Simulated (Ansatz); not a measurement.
**C3H6O2: rigid torsion scan**

Wanted for C3H6O2: a rigid torsion scan.

Computed with Ansatz 0.2.0 through its Python package. Level of theory: B3LYP/cc-pVDZ.

## 1. The structure

Bond lengths: C1–C2 1.530 Å, C2–O3 1.395 Å, O3–C4 1.391 Å, C4–O5 1.200 Å, C1–H6 1.074 Å, C1–H7 1.081 Å, C1–H8 1.109 Å, C2–H9 1.100 Å, C2–H10 1.074 Å, C4–H11 1.102 Å. Angles (14 of 16 angles, heavy atoms first): C1–C2–O3 112.1°, C2–O3–C4 115.4°, O3–C4–O5 126.3°, C1–C2–H9 107.6°, C1–C2–H10 110.0°, O3–C2–H9 112.7°, O3–C2–H10 108.6°, C2–C1–H6 112.0°, C2–C1–H7 111.7°, C2–C1–H8 108.3°, O3–C4–H11 110.0°, O5–C4–H11 123.6°, H9–C2–H10 105.6°, H6–C1–H7 110.7°.

No structure file is read: the coordinates are typed or built in the script.

## 2. The code

File run_torsion.py:

```python
"""Rigid torsion scan of C3H6O2."""

import logging
import sys

import ansatz
from ase import Atoms

logging.basicConfig(stream=sys.stdout, format="%(levelname)s %(message)s")
logger = logging.getLogger("calc")
logger.setLevel(logging.INFO)


def main() -> None:
    atoms = Atoms(["C", "C", "O", "C", "O", "H", "H", "H", "H", "H", "H"], positions=[
        (-0.2772, -0.5217, 1.2463),
        (0.1344, 0.6858, 0.4024),
        (-0.5251, 0.718, -0.8259),
        (0.0614, -0.0347, -1.8374),
        (1.0769, -0.6693, -1.7538),
        (0.1868, -0.5132, 2.2154),
        (-0.0771, -1.4533, 0.7358),
        (-1.3799, -0.5039, 1.3658),
        (1.2286, 0.6589, 0.2957),
        (-0.0826, 1.5945, 0.9314),
        (-0.5207, 0.0658, -2.7676),
    ])

    # relax first, so that the scan starts from a minimum
    first = ansatz.Crystal.molecule_from_ase(atoms).calculation()
    first = first.basis(gaussian="cc-pVDZ")
    first = first.functional("b3lyp")
    first = first.relax(force_tolerance=0.02, max_steps=80)
    atoms.positions = first.run().report["positions_ang"]

    start = atoms.get_dihedral(1, 2, 3, 4)
    energies = {}
    for turn in range(0, 360, 30):
        turned = atoms.copy()
        turned.set_dihedral(1, 2, 3, 4, start + turn, indices=[3, 4, 10])
        base = ansatz.Crystal.molecule_from_ase(turned).calculation()
        base = base.basis(gaussian="cc-pVDZ")
        base = base.functional("b3lyp")
        energies[round((start + turn) % 360)] = base.run().report["free_energy_ev"]
    floor = min(energies.values())
    logger.info("dihedral C1-O2-C3-O4 (deg)   E - E(min) (eV)")
    for angle, e in sorted(energies.items()):
        logger.info(f"{angle:8d} {(e - floor):14.3f}  " + "#" * int(30 * (e - floor) / max(max(energies.values()) - floor, 1e-9)))


if __name__ == "__main__":
    main()
```

## 3. What the engine is handed

The engine receives this input (first run):

```yaml
crystal:
  periodic: [false, false, false]
  atoms:
    - { symbol: C, position_ang: [-0.2772, -0.5217, 1.2463] }
    - { symbol: C, position_ang: [0.1344, 0.6858, 0.4024] }
    - { symbol: O, position_ang: [-0.5251, 0.718, -0.8259] }
    - { symbol: C, position_ang: [0.0614, -0.0347, -1.8374] }
    - { symbol: O, position_ang: [1.0769, -0.6693, -1.7538] }
    - { symbol: H, position_ang: [0.1868, -0.5132, 2.2154] }
    - { symbol: H, position_ang: [-0.0771, -1.4533, 0.7358] }
    - { symbol: H, position_ang: [-1.3799, -0.5039, 1.3658] }
    - { symbol: H, position_ang: [1.2286, 0.6589, 0.2957] }
    - { symbol: H, position_ang: [-0.0826, 1.5945, 0.9314] }
    - { symbol: H, position_ang: [-0.5207, 0.0658, -2.7676] }
basis:
  gaussian:
    orbitals: cc-pVDZ
hamiltonian:
  xc: b3lyp
relax:
  f_tol: 0.02
  max_steps: 80
```

## 4. Launch

Command:

```console
$ python run_torsion.py
```

Without the output at hand: what should come out? Wanted: range of energy; lowest point, turn.

The runs gave:

```
              quantity     value
         runs compared        12
       range of energy  0.666 eV
lowest point, turn (°)         0
```

In words: The lowest point lies at a turn of 0°, the highest 0.666 eV (64.3 kJ/mol) above it at 270°. The grid can miss the true lowest and highest points, and the rest of the molecule is held rigid. Run 0: After 6 moves the largest shift is 0.092 Å, of atom 7 (H). The scan is rigid and the energies are electronic, in a modest basis. With rigid groups the curve can differ much from the relaxed path, the start wasn't checked as a minimum of this torsion, and equivalent turns needn't return to the same energy. b3lyp holds the VWN-RPA fit, as in Gaussian; the form of ORCA and Turbomole is b3lyp5.
